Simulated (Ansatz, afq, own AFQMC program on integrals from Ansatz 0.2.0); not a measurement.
Integrals from Ansatz 0.2.0, then the random walk in our own AFQMC program (afq).

```yaml
crystal:
  periodic: [false, false, false]
  atoms:
    - {symbol: C, position_ang: [-0.713513, 0.454263, -0.279039]}
    - {symbol: Si, position_ang: [1.126622, 0.128373, -0.618348]}
    - {symbol: H, position_ang: [-1.394900, -0.362480, -0.570576]}
    - {symbol: H, position_ang: [-0.950477, 1.313133, -0.943137]}
    - {symbol: H, position_ang: [-0.948233, 0.780811, 0.747999]}
basis:
  gaussian: {orbitals: def2-TZVP}
magnetization: {spin_polarized: true, initial_magnetization: 1}
correlation: {method: ccsd_t, electrons: outside_noble_gas, hamiltonian_folder: ham}
```

```sh
$ ansatz run in.yaml --threads 1 --pin off --events-out ev --progress --plain --max-ram 24576MiB --backend cuda --devices 0, --max-vram 18GiB
```

Options of the walk:

```
--method phaseless --trial cisd --walkers 2000 --populations 20 --least-time 60 --time-step 0.005 --steps-per-block 50 --equilibration-blocks 28 --max-blocks 4000 --target-error 0.0002 --factor-cut 1e-05 --start spin_pure --seed 2607 --release-times 0.24,0.51,0.99,1.62,2.4 --release-step 0.03 --release-every 3 --taylor-order 6
```

Times are imaginary, in 1/Eh. The walk had a cap of 240 s. With eight or more populations the least sampling time is a fifth of least-time, and the error comes from their spread.

afq prints:

```
orbitals 80  electrons 6 5  factors 559 of 563
reference energy -328.49443559 Eh
CCSD correlation -0.28238112 Eh in 15 cycles, weight of the determinant in the CISD state 0.8612
energy of the start -328.774330 Eh
 block  time / (1/Eh)  mean weight  energy / Eh
     1     0.250  0.9996  -328.772427
     2     0.500  1.0001  -328.776374
     3     0.750  0.9994  -328.779268
     4     1.000  0.9999  -328.780941
     5     1.250  1.0002  -328.783240
    11     2.750  0.9997  -328.787774
    23     5.750  1.0004  -328.787597
    27     6.750  1.0001  -328.791620
    35     8.750  0.9999  -328.787918
    47    11.750  1.0000  -328.789311
    59    14.750  1.0003  -328.786505
    71    17.750  1.0003  -328.790549
    83    20.750  0.9997  -328.788275
    93    23.250  1.0003  -328.784410
    95    23.750  1.0000  -328.788575
   107    26.750  1.0001  -328.788034
   117    29.250  0.9999  -328.787986
error from the spread of 20 populations
released: time / (1/Eh)  energy / Eh  error  mean overlap
  0.24  -328.788431  0.000141  0.9988
  0.51  -328.788740  0.000100  0.9950
  0.99  -328.788775  0.000150  0.9910
  1.62  -328.788986  0.000171  0.9828
  2.40  -328.789098  0.000237  0.9763
energy -328.788208 +/- 0.000174 Eh
(rows thinned)
```

The run passed its tests (sampling time, drift between the halves within three errors, error under three times the target), which doesn't prove that it has relaxed.

Against this walk (error 4.7 meV) on the same determinant: CCSD(T) 20.6 meV higher, CCSDT(Q) 20.1 meV lower. The error is statistical and leaves out the bias of the constraint. The released energies are still falling (meV from the phaseless value at times in 1/Eh: -6 ± 4 at 0.24, -14 ± 3 at 0.51, -15 ± 4 at 0.99, -21 ± 5 at 1.62, -24 ± 6 at 2.40), so they give no level; they do show a bias of the constraint, and the last of them that isn't too noisy lies 4 meV below CCSDT(Q). CCSDT(Q) is the surest value here, so the walk's 20 meV above it is most likely the bias of the constraint with this trial, which can have either sign.

Cautions: constraint bias not in the error.

The walk took 2.2 min on 1 × NVIDIA H100 80GB HBM3 with 2 threads of AMD EPYC 7R13 Processor (Zen 3) (shared host) (the card was shared). The log's last line is the phaseless energy.

CCSDT and higher add their correlation energy to the determinant of the CCSD(T) run, since their own runs factorise the integrals more tightly (a shift of under 2 meV).
